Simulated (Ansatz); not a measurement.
We consider hcp Re, described by PBEsol-D3(BJ) (PAW; Ansatz, a first-principles code).

Run with plane-wave cutoff 520 eV, 24×24×12 k mesh (along the axes of the cell as run), Fermi–Dirac smearing 0.05 eV, no spin polarisation, scalar-relativistic PAW data made under PBE.

Energies at three volumes about the minimum:

```csv
V (Å³/atom),E − E_lowest (meV/atom)
13.985,7.56
14.270,0.00
14.556,7.05
```

Q: Fit a parabola by hand: where is the minimum, and what is the bulk modulus?

A: Slopes: (0.00 − 7.56)/(14.270 − 13.985) = -26.526 and (7.05 − 0.00)/(14.556 − 14.270) = 24.650 meV/Å³. Curvature E″ = 2 × (24.650 − (-26.526))/(14.556 − 13.985) = 179.250 meV/Å⁶. From the middle of the first interval, the slope vanishes at V0 = 14.1275 − (-26.526)/179.250 = 14.275 Å³/atom. B = V0 E″ = 14.275 × 179.250 meV/Å³ × 0.1602 GPa per meV/Å³ = 410 GPa. The full Birch–Murnaghan fit to all volumes gives V0 = 14.270 Å³/atom and B0 = 410 GPa.

Shape and atoms are relaxed at each volume.

Measured, for comparison: bulk modulus 369 GPa (zero-point energy and finite temperature contributions removed, our sources range from 369 to 381; as tabulated in doi:10.1021/acs.jctc.3c00612). Computed (rounded) less measured: bulk modulus +11 % (+8 % to +11 % over the range).

Note: the bulk modulus comes from volumes at which shape and atoms were relaxed.
